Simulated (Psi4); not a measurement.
Psi4 input (wB97X-D/6-31G*):

```
memory 1500 MB

molecule {
1 2
S    -0.00000000   -0.00000000   -1.55168481
C     0.00000000    0.00000000    0.00000000
S     0.00000000    0.00000000    1.55168481
symmetry c1
no_reorient
no_com
}

set {
  basis 6-31G*
  reference uks
  scf_type pk
  dft_radial_points 99
  dft_spherical_points 590
  e_convergence 1e-8
  d_convergence 1e-7
  maxiter 150
}

e = energy('wb97x-d')
print_out(f'\nFINAL {e:.10f} DIPOLE {variable("CURRENT DIPOLE")[0]:.6f} {variable("CURRENT DIPOLE")[1]:.6f} {variable("CURRENT DIPOLE")[2]:.6f}\n')
```

### Question
Predict the final energy.

### Answer
-834.05341 Eh.
